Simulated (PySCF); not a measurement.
Gas-phase reaction: 2 SiCl3NH2 + Si2H5 → 2 SiH2ClNH2 + SiCl2 + SiHCl2

Method: PySCF energies plus ideal-gas RRHO corrections (1 bar). † marks an energy on the PBE0/def2-TZVP geometry and frequencies; other levels use their own. MP2 and CCSD(T) freeze the core. 6-31G* has spherical d functions here. Open shells (unrestricted): Si2H5 (multiplicity 2), SiHCl2 (multiplicity 2); the rest are closed-shell singlets. B3LYP is the form with VWN-RPA correlation. SiCl3NH2, Si2H5, SiH2ClNH2, SiHCl2: computed as isolated molecules; such fragments, hydroxides, amides, oligomers or adducts are transient or little studied in the gas. MP2 isn't extrapolated to the basis-set limit. CCSD(T) isn't extrapolated to the basis-set limit.

CCSD(T)/def2-SVP† gives ΔH°(298 K) = 177 kJ.

Question: What do B3LYP/6-31G*, MP2/def2-TZVPP†, LDA/def2-TZVP† give?

Answer: B3LYP/6-31G*: 133 kJ; MP2/def2-TZVPP†: 188 kJ; LDA/def2-TZVP†: 197 kJ. For scale, ΔH°(298 K) is 177 kJ at this level, 166 kJ at ωB97M-V/def2-TZVP†, and runs from 25 to 197 kJ over the 20 levels computed.
